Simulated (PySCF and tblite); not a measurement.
Values are calculated unless marked as measured or tabulated.
C3H8O, numbered as in [CH3:1][CH2:2][CH2:3][OH:4].

Conformers came from 90 starts (ETKDG and KDG, MMFF94s, GFN2-xTB); geometries are PBE0-D3(BJ)/def2-SVP. Energies: PBE0-D3(BJ)/def2-TZVP, with GFN2-xTB thermal terms (modes under about 100 cm⁻¹ blended into free rotors). Symmetry numbers and mirror images are counted. Conformers within 4 kcal/mol (GFN2-xTB free energy) were kept, 5 at most. Programs: PySCF with density fitting and tblite.

An NOE distance is ⟨r⁻⁶⟩^(−1/6) over all pairs of like atoms and, for the average, over conformers.

Torsions listed: C1–C2–C3–O4, C2–C3–O4–H4. Of a mirror pair one member is shown.

```
conformer        shape  weight %
        1   -61°, 175°      24.7
        2    -62°, 67°      21.3
        3  -177°, -60°      21.2
        4     58°, 62°      21.1
```

Not shown: 1 more, 11.7 % in all.

Which H–H contacts under 3.5 Å would NOEs report (pairs on one atom left out) at 298.15 K?


| pair | in 1 (Å) | in 2 (Å) | in 3 (Å) | in 4 (Å) | average (Å) |
| --- | --- | --- | --- | --- | --- |
| H3 ··· H4 | 2.33 | 2.48 | 2.51 | 2.50 | 2.43 |
| H2 ··· H3 | 2.54 | 2.54 | 2.69 | 2.55 | 2.59 |
| H1 ··· H2 | 2.64 | 2.63 | 2.64 | 2.64 | 2.64 |
| H2 ··· H4 | 3.71 | 3.27 | 2.62 | 2.76 | 2.97 |
| H1 ··· H3 | 3.23 | 3.26 | 2.94 | 3.24 | 3.12 |
| H1 ··· H4 | 3.83 | 2.59 | 4.50 | 3.29 | 3.17 |

Longer pairs under the limit may be missing.

In a model where alignment follows shape alone (order matrix 0.002 × (3G/tr G − 1)/2, G the second moments of the atom positions; splitting J + 2D), what are the one-bond C–H dipolar couplings D?

H1 2.9 Hz (1.6 in conformer 1), H2 9.8 Hz (9.5 in conformer 1), H3 6.3 Hz (4.5 in conformer 1).
